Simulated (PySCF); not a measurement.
# C₂HCl₃: fields and orbitals

For C₂HCl₃, the scripts below analyse its density (charges, bond critical points, surface potential), see where an electron leaves and enters and measure its response to a uniform field.

Program: PySCF 2.14.0. Level of theory: levels as typed in each script, gas phase, geometry from GFN2-xTB. These are calculated values, not measurements.

### 1 Where the work starts

SMILES `ClC(Cl)=CCl`, 6 atoms, charge 0, spin multiplicity 1.

Bond lengths: Cl1–C2 1.713 Å, C2–Cl3 1.717 Å, C2–C4 1.331 Å, C4–Cl5 1.708 Å, C4–H6 1.078 Å. Angles: Cl1–C2–Cl3 115.4°, Cl1–C2–C4 123.8°, Cl3–C2–C4 120.8°, C2–C4–Cl5 122.4°, C2–C4–H6 122.0°, Cl5–C4–H6 115.6°.

Geometry (Å):

```
atom     x (Å)     y (Å)    z (Å)
 Cl1  -0.31352   1.58831  0.00000
  C2  -0.42600  -0.12058  0.00000
 Cl3  -2.02237  -0.75265  0.00000
  C4   0.62886  -0.93149  0.00000
 Cl5   2.23345  -0.34644  0.00000
  H6   0.52426  -2.00431  0.00000
```

### 2 Density, bond paths and surface potential (wB97X/def2-tzvp)

The input, input.py:

```python
import numpy as np
from pyscf import gto, scf, dft
from pyscf.scf import atom_ks, atom_hf
from scipy.linalg import block_diag

def solve(mol, dm0=None, hcore=None):
    mf = (dft.UKS if mol.spin else dft.RKS)(mol, xc='wb97x')
    mf.grids.level = 3
    mf = mf.density_fit(auxbasis='def2-universal-jkfit')
    mf.conv_tol, mf.max_cycle = 1e-8, 80
    if hcore is not None:
        mf.get_hcore = lambda *args: hcore
    mf.kernel(dm0)
    if not mf.converged:
        mf = mf.newton().run(mf.mo_coeff, mf.mo_occ, max_cycle=30)
    assert mf.converged, 'SCF not converged'
    return mf

mol = gto.M(atom='''
Cl    -0.31352     1.58831     0.00000
C     -0.42600    -0.12058     0.00000
Cl    -2.02237    -0.75265     0.00000
C      0.62886    -0.93149     0.00000
Cl     2.23345    -0.34644     0.00000
H      0.52426    -2.00431     0.00000
''', basis='def2-tzvp', charge=0, spin=0, verbose=4)
mf = solve(mol)
mf.analyze()
# spherically averaged free atoms, for the promolecule
atm = atom_ks.get_atm_nrks(mol, xc='wb97x')
pro = block_diag(*[(atm[a[0]][2] * atm[a[0]][3]) @ atm[a[0]][2].T for a in mol._atom])
np.savez('result.npz', e=mf.e_tot, c=mf.mo_coeff, occ=mf.mo_occ, eps=mf.mo_energy, pro=pro, dip=mf.dip_moment(verbose=0), s2=mf.spin_square()[0])
```

Command:

```
OMP_NUM_THREADS=1 python input.py
```

### 4 Removing and adding an electron (wB97X/def2-tzvp)

The input, input.py:

```python
import numpy as np
from pyscf import gto, scf, dft
from pyscf.scf import atom_ks, atom_hf
from scipy.linalg import block_diag

def solve(mol, dm0=None, hcore=None):
    mf = (dft.UKS if mol.spin else dft.RKS)(mol, xc='wb97x')
    mf.grids.level = 3
    mf = mf.density_fit(auxbasis='def2-universal-jkfit')
    mf.conv_tol, mf.max_cycle = 1e-8, 80
    if hcore is not None:
        mf.get_hcore = lambda *args: hcore
    mf.kernel(dm0)
    if not mf.converged:
        mf = mf.newton().run(mf.mo_coeff, mf.mo_occ, max_cycle=30)
    assert mf.converged, 'SCF not converged'
    return mf

mol = gto.M(atom='''
Cl    -0.31352     1.58831     0.00000
C     -0.42600    -0.12058     0.00000
Cl    -2.02237    -0.75265     0.00000
C      0.62886    -0.93149     0.00000
Cl     2.23345    -0.34644     0.00000
H      0.52426    -2.00431     0.00000
''', basis='def2-tzvp', charge=0, spin=0, verbose=4)
mf = solve(mol)
out = dict(e0=mf.e_tot, dm0=mf.make_rdm1(), c=mf.mo_coeff, occ=mf.mo_occ, eps=mf.mo_energy)
for name, dq, spin in [('cation', 1, 1)]:
    ion = mol.copy().set(charge=mol.charge + dq, spin=spin).build()
    mi = solve(ion)
    if spin and dq > 0 and mol.nao < 130:
        c, _, stable, _ = mi.stability(return_status=True)
        if not stable:
            mi = solve(ion, mi.make_rdm1(c, mi.mo_occ))
    print(name, 'vertical energy change / eV', (mi.e_tot - mf.e_tot) * 27.211386)
    out.update({'e_' + name: mi.e_tot, 'dm_' + name: mi.make_rdm1(), 's2_' + name: mi.spin_square()[0], 'eps_' + name: mi.mo_energy, 'occ_' + name: mi.mo_occ})
# spherically averaged free atoms, for the promolecule
atm = atom_ks.get_atm_nrks(mol, xc='wb97x')
pro = block_diag(*[(atm[a[0]][2] * atm[a[0]][3]) @ atm[a[0]][2].T for a in mol._atom])
np.savez('result.npz', pro=pro, **out)
```

### 6 Response to an electric field (wB97X/def2-tzvp)

Edit input.py of step 4 so:

```diff
@@ -26,13 +26,10 @@
 ''', basis='def2-tzvp', charge=0, spin=0, verbose=4)
+field = np.array([0.004, 0.0, 0.0])  # atomic units
+mol.set_common_orig(mol.atom_charges() @ mol.atom_coords() / mol.atom_charges().sum())
 mf = solve(mol)
-out = dict(e0=mf.e_tot, dm0=mf.make_rdm1(), c=mf.mo_coeff, occ=mf.mo_occ, eps=mf.mo_energy)
-for name, dq, spin in [('cation', 1, 1)]:
-    ion = mol.copy().set(charge=mol.charge + dq, spin=spin).build()
-    mi = solve(ion)
-    if spin and dq > 0 and mol.nao < 130:
-        c, _, stable, _ = mi.stability(return_status=True)
-        if not stable:
-            mi = solve(ion, mi.make_rdm1(c, mi.mo_occ))
-    print(name, 'vertical energy change / eV', (mi.e_tot - mf.e_tot) * 27.211386)
-    out.update({'e_' + name: mi.e_tot, 'dm_' + name: mi.make_rdm1(), 's2_' + name: mi.spin_square()[0], 'eps_' + name: mi.mo_energy, 'occ_' + name: mi.mo_occ})
+out = dict(dm0=mf.make_rdm1(), d0=mf.dip_moment(unit='AU'), e0=mf.e_tot)
+for name, sign in (('p', 1), ('m', -1)):
+    h = mf.get_hcore() + sign * np.einsum('x,xij->ij', field, mol.intor('int1e_r'))
+    mi = solve(mol, mf.make_rdm1(), h)
+    out.update({'dm' + name: mi.make_rdm1(), 'd' + name: mi.dip_moment(unit='AU'), 'e' + name: mi.e_tot})
 # spherically averaged free atoms, for the promolecule
```

(Steps that only read results are left out.)

Q: Predict the outcome of this session. Wanted: dipole moment; HOMO, LUMO; vertical ionisation energy; polarisability along the field.

The runs gave:

| quantity | value |
| --- | --- |
| dipole moment (wB97X/def2-tzvp) | 0.93 D |
| HOMO, LUMO (wB97X/def2-tzvp) | -9.63, 1.29 eV |
| vertical ionisation energy (wB97X/def2-tzvp) | 9.55 eV |
| polarisability along the field (wB97X/def2-tzvp) | 80.9 bohr³ |

In words: At wB97X/def2-tzvp: The highest Hirshfeld charge is on H6 (+0.07 e), the lowest on C4 (−0.07 e). The ionisation energy from two SCF runs, 9.55 eV, lies 0.1 eV below −ε(HOMO) = 9.63 eV of the same level, wB97X/def2-tzvp. The geometry was not optimised at these levels.
